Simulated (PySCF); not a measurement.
C2H6O: core ionisation energies

Compound: C2H6O.
Bonds: C1–O2, O2–C3. Hydrogens: H4, H5, H6 on C1; H7, H8, H9 on C3.

Computed with PySCF 2.14.0, delta-SCF UKS SCAN, pcX-3 on the ionised atom, pcseg-2 elsewhere, spin-free X2C. Vertical ΔSCF values, vacuum level as zero.

**Question.** What binding energy does each computed site have?

**Answer.** 
```csv
atom(s),environment,level,binding energy (eV),count
O2,ether oxygen,O 1s,538.53,1
C1/C3,methoxy carbon,C 1s,292.17,2
```

**Question.** Give the binding energy of O 1s of O2 (atom 2) in hartree and in kJ/mol.

**Answer.** 538.53 eV = 19.7906 Eh = 51960 kJ/mol.

**Question.** Which photon wavelength matches the O 1s of O2 threshold?

**Answer.** λ = hc/E = 12398.42 eV Å / 538.53 eV = 23.023 Å.

Atoms equivalent by their bonding share one computed value, that of the first of them. Isolated species at its PBE0-D3(BJ)/def2-TZVP geometry, gas phase.

Time: 13 s; peak memory 0.79 GiB. Hardware: an Arm Neoverse V2 with one thread, no GPU, shared host with 96 logical CPUs at a one-minute load of 29.
